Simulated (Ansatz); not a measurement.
The same path of CH2F + H2S (7 atoms, charge 0, multiplicity 2) was run twice with different band settings. Lost on the way: H1–S2. Made: H1–C3.

All numbers below come from UKS BHLYP-D4/cc-pVDZ (Ansatz).

Relaxed end points:

```xyz
7
Properties=species:S:1:pos:R:3
H 1.339 -2.059 0.482
S 2.286 -1.112 0.344
C -1.309 0.673 -0.386
F -0.385 1.158 0.449
H 1.417 -0.112 0.574
H -1.020 0.673 -1.431
H -2.329 0.778 -0.032
```

```xyz
7
Properties=species:S:1:pos:R:3
H -0.455 -0.836 -0.359
S 2.568 -1.037 0.869
C -0.906 0.159 -0.347
F -0.005 1.050 0.203
H 1.750 0.031 0.736
H -1.140 0.479 -1.365
H -1.812 0.154 0.263
```

Common settings: spring 5.0 eV/Å²; optimiser quadratic models (default); start path through a guess of the saddle point; force threshold 0.05 eV/Å; iteration limit 60; end points relaxed.

| run | movable images | climbing image |
| --- | --- | --- |
| 1 | 5 | yes |
| 2 | 2 | no |

Question: What does each run give, and how far can it be trusted?

Answer: Run 1: converged after 16 iterations, highest image 0.268 eV above the first end. A vibrational analysis at the climbing image gives one clearly imaginary mode, 1099i cm⁻¹: a first-order saddle point.
Run 2: converged after 13 iterations, highest image 0.052 eV above the first end. No image climbed, so the highest image needn't sit at the top of the path. A band with more images between the same ends climbed to 0.27 eV, so this one has probably stepped over the top. So few images can step over the top or miss a turn of the path.
